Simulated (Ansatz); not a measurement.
# CH₂ (triplet): from Hartree-Fock to the top rungs at angle H2–C1–H3 = 134.8°, cc-pVDZ

How much of the correlation energy of CH₂ (triplet) does each wave-function method recover here?

Program: Ansatz 0.2.0, Gaussian basis. Level of theory: cc-pVDZ, core rule «outside noble gas», up to 1 orbitals frozen. These are calculated values, not measurements.

Plan: UHF; CCSD(T) on ROHF; CCSD(T) on UHF; BCCD(T) on ROHF; CISD; CCSDT(Q) on ROHF; CCSDT(Q) on UHF; CASSCF and MRCISD+Q, 4 electrons in 4 orbitals; CASSCF and NEVPT2, 4 electrons in 4 orbitals; CASSCF and MRCISD+Q, 6 electrons in 6 orbitals; CASSCF and NEVPT2, 6 electrons in 6 orbitals; Full CI.

15 further runs of the same task are left out: 11 that didn't finish, 4 set aside as unsound or not needed.

## Step 1: The geometry

The geometry derives from a PBE0/def2-TZVP stationary point (not a proven minimum). One angle is set to the value named; bond lengths are kept.

3 atoms, charge 0, spin multiplicity 3.

Atoms are counted from 1 here; the program's logs count them from 0.

Bond lengths: C1–H2 1.079 Å, C1–H3 1.079 Å. Angles: H2–C1–H3 134.8°.

## Step 2: UHF

Input file in.yaml:

```yaml
crystal:
  periodic: [false, false, false]
  atoms:
    - {symbol: C, position_ang: [0.000000, -0.059567, 0.000000]}
    - {symbol: H, position_ang: [0.000000, 0.354901, -0.996161]}
    - {symbol: H, position_ang: [0.000000, 0.354901, 0.996161]}
basis:
  gaussian: {orbitals: cc-pVDZ}
magnetization: {spin_polarized: true, initial_magnetization: 2}
hamiltonian: {xc: hf}
output: {orbitals: {seedname: orbitals}}
```

On the command line:

```console
> ansatz run in.yaml --threads 1 --pin off --events-out ev --progress --plain --max-ram 2393MiB
```

Further steps of the session: CCSD(T) on ROHF; CCSD(T) on UHF; BCCD(T) on ROHF; CISD; CCSDT(Q) on ROHF; CCSDT(Q) on UHF; CASSCF and MRCISD+Q, 4 electrons in 4 orbitals; CASSCF and NEVPT2, 4 electrons in 4 orbitals; CASSCF and MRCISD+Q, 6 electrons in 6 orbitals; CASSCF and NEVPT2, 6 electrons in 6 orbitals; Full CI.

**Question.** What will the summary of the whole plan be? Wanted: FCI below the RHF energy; RMP2 from FCI; UMP2 from FCI; RCCSD from FCI; RCCSD(T) from FCI; UCCSD(T) from FCI; RCCSDT(Q) from FCI; UCCSDT(Q) from FCI; NEVPT2 pair from FCI.

**Answer**, as computed:

```
                         quantity                                                                                               value
         FCI below the RHF energy                                                                                          -3.2801 eV
                    RMP2 from FCI                                                                                          +621.4 meV
                    UMP2 from FCI                                                                                          +606.8 meV
                   RCCSD from FCI                                                                                           +60.4 meV
                RCCSD(T) from FCI                                                                                           +12.3 meV
                UCCSD(T) from FCI                                                                                           +11.3 meV
               RCCSDT(Q) from FCI                                                                                            +0.1 meV
               UCCSDT(Q) from FCI                                                                                            -0.8 meV
             NEVPT2 pair from FCI                                                                                          +604.6 meV
           MRCISD+Q pair from FCI                                                                                            -5.7 meV
          NEVPT2 valence from FCI                                                                                          +511.5 meV
levels within 1 kcal/mol (43 meV)  RCCSD(T), UCCSD(T), BCCD(T), RCCSDT, UCCSDT, RCCSDT(Q), UCCSDT(Q), MRCISD+Q pair, MRCISD+Q valence
                    T1 diagnostic                                                                                               0.020
   effectively unpaired electrons                                                                                                2.02
```

**Reading.** RCCSD(T) misses by +12.3 meV, 0.4 % of the correlation energy. MRCISD+Q pair falls below full CI: the +Q correction isn't variational, and the cores differ from full CI's. One determinant dominates. Of the multireference levels listed MRCISD+Q valence comes nearest in total energy (+4.4 meV), which doesn't show that its space is the better one. These misses are within one basis, not against nature; the frozen cores of restricted and unrestricted runs differ, which can shift their rows.
